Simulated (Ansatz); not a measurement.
H6NSi2 (`[SiH3][N][SiH3]`) radical, relaxed with UKS PBE0-D4/def2-TZVP in Ansatz from a GFN2-xTB geometry. The force threshold is 0.005 eV/Å; the program also tests the step.

The species carries charge 0 and has multiplicity 2.

Start:

```xyz
9

Si   -0.219   -1.542   -0.634
N    -0.004   -0.007    0.020
Si    0.218    1.542    0.636
H    -1.153   -1.452   -1.765
H    -0.768   -2.424    0.404
H     1.081   -2.051   -1.092
H    -0.217    1.558    2.039
H    -0.583    2.488   -0.152
H     1.644    1.888    0.544
```

**Question.** How much energy does the relaxation release, and in how many steps? (An estimate is asked.)

**Answer.** Computed: 0.13 eV, in 22 steps, 1 of them rejected.

**Question.** Which bonds change most? (Best estimate.)

**Answer.** The calculation gave: N2–Si3 from 1.682 to 1.720 Å; Si1–N2 from 1.682 to 1.720 Å; Si3–H8 from 1.469 to 1.490 Å; Si1–H5 from 1.468 to 1.490 Å.

**Question.** Give the relaxed structure. (An estimate is asked.)

**Answer.** Ansatz gave: 
```xyz
9

Si   -0.176   -1.476   -0.608
N     0.543   -0.197    0.292
Si    0.242    1.467    0.605
H    -1.170   -1.051   -1.634
H    -0.858   -2.337    0.399
H     0.904   -2.250   -1.273
H    -0.286    1.524    1.996
H    -0.734    2.123   -0.311
H     1.535    2.198    0.535
```
